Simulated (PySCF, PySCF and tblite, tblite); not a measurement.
# C₃H₅N: a path driven as rotation about a bond, and NMR exchange

The task here is to estimate one member of a computed series from the others.

Computed with tblite 0.8.0 (tight binding) and PySCF 2.14.0 (DFT, with response routines of our own); each step states its level. Atoms count from 0 throughout.

### The molecule as given

9 atoms, charge 0, multiplicity 1; geometry from: force field or distance geometry start.

Bonds of the start (Å): C0–C1 1.35, C0–H4 1.08, C0–H5 1.08, C1–C2 1.46, C1–H6 1.08, C2–H7 1.11, C2–N3 1.30, N3–H8 1.03.

Set-up of the first run:

What the job is given:

```
{"job": {"xc": "GFN2-xTB", "basis": "xTB", "kind": "relax"}, "charge": 0, "multiplicity": 1}
C      1.508900     0.054100    -0.020900
C      0.245700    -0.397500    -0.153300
C     -0.877200     0.476000     0.185600
N     -2.123800     0.135600     0.086100
H      2.344700    -0.583500    -0.249200
H      1.714700     1.065600     0.312300
H      0.042600    -1.407200    -0.482100
H     -0.636900     1.505900     0.524900
H     -2.205200    -0.843000    -0.228500
```

Command:

```sh
$ OMP_NUM_THREADS=1 python ens_run.py task.json out
```

The driver reads the study from task.json and runs its stages one after another.

Among the steps run: GFN2-xTB relaxation, start minimum; Relaxed scan, rotation; Nudged elastic band, leg 1; Saddle search, leg 1; DFT refinement, start: PBE0-D3(BJ)/def2-SVP; Shieldings, start: B3LYP/pcSseg-1; Shieldings, saddle of leg 1: B3LYP/pcSseg-1; Shieldings, end: B3LYP/pcSseg-1; Kinetics and line shapes; Single-point energy, saddle of leg 1: B3LYP/pcSseg-1; Second level: B3LYP/pcSseg-1; Shieldings, start: B97-D/pcSseg-1; Single-point energy, saddle of leg 1: B97-D/pcSseg-1; Shieldings, end: B97-D/pcSseg-1; Second level: B97-D/pcSseg-1 + D3(BJ).

One of the session's tables, all rows but one given; the rest of the session is left out.

It belongs to the step «Second level: B97-D/pcSseg-1 + D3(BJ)». Barriers by level (kcal/mol; entropies in cal/(mol K)). Zero-point and thermal terms come from xTB in every row. ΔG‡ leaves symmetry out; the rate counts equivalent paths (a factor of 2); effective ΔG‡, where given, is the barrier that would give that rate by Eyring's equation alone:

| level | ΔE‡ | with zero-point | ΔH‡ | ΔG‡ (298 K) | ΔE of reaction |
| --- | --- | --- | --- | --- | --- |
| GFN2-xTB | 4.44 | 3.99 | 3.64 | 4.27 | 1.41 |
| PBE0-D3(BJ)/def2-SVP | ? | ? | ? | ? | ? |
| B3LYP/pcSseg-1 + D3(BJ) | 6.54 | 6.09 | 5.74 | 6.37 | 2.87 |
| B97-D/pcSseg-1 + D3(BJ) | 6.76 | 6.31 | 5.96 | 6.59 | 2.87 |

Estimate the missing values for PBE0-D3(BJ)/def2-SVP.

As computed: ΔE‡: 6.62; with zero-point: 6.17; ΔH‡: 5.82; ΔG‡ (298 K): 6.45; ΔE of reaction: 2.70. In the column «ΔE‡» it lies between B3LYP/pcSseg-1 + D3(BJ) (6.54) and B97-D/pcSseg-1 + D3(BJ) (6.76).
